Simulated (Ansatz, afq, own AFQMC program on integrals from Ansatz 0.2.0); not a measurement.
## Where AFQMC and coupled cluster stand for BSiH₃, singlet

```yaml
atoms:
  - { symbol: Si, position_ang: [-0.5122, -0.0044, 0.0004] }
  - { symbol: B, position_ang: [1.6163, 0.0140, -0.0014] }
  - { symbol: H, position_ang: [-1.0336, 1.3929, 0.0029] }
  - { symbol: H, position_ang: [-1.0144, -0.7115, 1.2138] }
  - { symbol: H, position_ang: [-1.0165, -0.7079, -1.2142] }
```

Connectivity, by distances: SiH3–B.

Basis cc-pVDZ. Noble-gas cores (and the filled d shells of Ga–Kr and In–Xe) are frozen. Integrals, coupled cluster, full CI and functionals: Ansatz 0.2.0; the random walks run on the same integrals in our own AFQMC program. The CISD trial takes its coefficients from CCSD amplitudes. Released means that phaseless walkers are propagated on without the constraint, phases kept. Uncertainties: one standard error, sampling alone.

Determinant: RHF, the one that the program's search chose, which needn't be the lowest solution. The geometry is a point of a scan.

No full CI on the walks' own integrals is used here; CCSDT(Q) serves as the reference and is uncertain by about the last step of the cluster series.

Cautions: higher spins were not checked; restricted determinant unstable towards unrestricted (UHF 309 meV lower, ⟨S²⟩ 0.64).

```
T1 diagnostic                               : 0.0171
weight of the determinant in the CISD state : 0.849
size of the correlated space                : 10 electrons in 41 orbitals
```

Reference: CCSDT(Q), correlation energy -5.829 eV. The released energy is read at 2.40 1/Eh (meV from the phaseless value at times in 1/Eh: -5 ± 10 at 0.24, -8 ± 9 at 0.51, -14 ± 11 at 0.99, -25 ± 12 at 1.62, -17 ± 13 at 2.40).

```csv
level,E − E(reference) (kcal/mol),share of correlation (%)
HF,134.42,0.00
MP2,35.54,73.56
CCSD,4.26,96.83
CCSD(T),0.94,99.30
CCSDT,0.18,99.87
ph-AFQMC/HF,-3.26 ± 1.50,102.43
ph-AFQMC/CISD,0.27 ± 0.29,99.80
released AFQMC,-0.12 ± 0.31,100.09
```

A walk keeps the symmetry of its determinant, which the program's search chose and which needn't be the lowest solution, so a lower state of the same spin and another symmetry isn't excluded. Released energies are given only where the last usable release times agree within the noise; a slower fall can still hide under it.
